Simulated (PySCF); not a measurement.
Basis set benchmark on one molecule

Molecule: `InChI=1S/CH2O2/c2-1-3/h1H,(H,2,3)`.

Numbering as in the mapped SMILES `[O:1]=[CH:2][OH:3]`. Hydrogens are named by the atom that carries them.

Geometry PBE0-D3(BJ)/def2-SVP throughout; GIAO in PySCF, gas phase, one conformer, non-relativistic; equivalent atoms averaged; functional PBE0.

Reference values (CCSD(T)/cc-pVQZ; gas (isolated, no vibration); M. Maurer, PhD thesis, LMU Munich (Maurer, Ochsenfeld, JCTC 2015 SI; set of Flaig et al., JCTC 2014, 10, 572)): δ(C2) = 161.2 ppm, δ(O3) = 191.0 ppm vs H2O (same level), δ(O1) = 411.1 ppm vs H2O (same level). Computed shifts are taken against TMS, H2O, calculated as an isolated molecule at each level.

Question: How do the basis sets STO-3G, 6-31G, pcSseg-0, 6-31G*, def2-SVP, cc-pVDZ, pcSseg-1, aug-cc-pVDZ, 6-311+G(2d,p), def2-TZVP, cc-pVTZ, IGLO-III, pcSseg-2, pcSseg-3 perform against the reference? Times are CPU seconds on shared hosts with different chips, so compare them loosely.

Answer: 
```
    basis set  functions     C2     O3     O1  abs. error C  mean abs. error O  core-s
       STO-3G         17  110.9  125.6  387.1          50.3               44.7     0.7
        6-31G         31  153.6  193.7  421.8           7.6                6.7     1.4
     pcSseg-0         31  173.2  221.1  483.4          12.0               51.2     1.4
       6-31G*         46  147.7  180.8  384.8          13.5               18.2     1.7
     def2-SVP         52  151.4  198.1  415.7           9.8                5.8     1.8
      cc-pVDZ         52  152.1  199.3  418.6           9.1                7.9     1.9
     pcSseg-1         61  162.5  216.4  449.1           1.3               31.7       2
  aug-cc-pVDZ         87  156.9  195.2  400.1           4.3                7.6     2.8
6-311+G(2d,p)         93  161.6  204.7  418.1           0.4               10.3     2.8
    def2-TZVP        105  162.2  210.3  429.6           1.0               18.9     3.3
      cc-pVTZ        118  161.3  209.8  432.1           0.1               19.9     3.8
     IGLO-III        125  165.5  210.8  431.1           4.3               19.9     3.9
     pcSseg-2        136  167.0  211.5  434.7           5.8               22.0     2.7
     pcSseg-3        282  167.5  210.9  432.4           6.3               20.6      16
```

For ¹³C the closest is cc-pVTZ (0.1 ppm, with 6-311+G(2d,p) practically level) and the furthest STO-3G (50.3 ppm).

For ¹⁷O the closest is def2-SVP (5.8 ppm) and the furthest pcSseg-0 (51.2 ppm). Where a smaller basis beats a larger one, errors probably cancel; the largest sets show where the functional converges. One molecule is a small sample, and the reference may use another geometry.

A small basis that lands close on one nucleus may do so by chance; judge by the trend and by all nuclei.
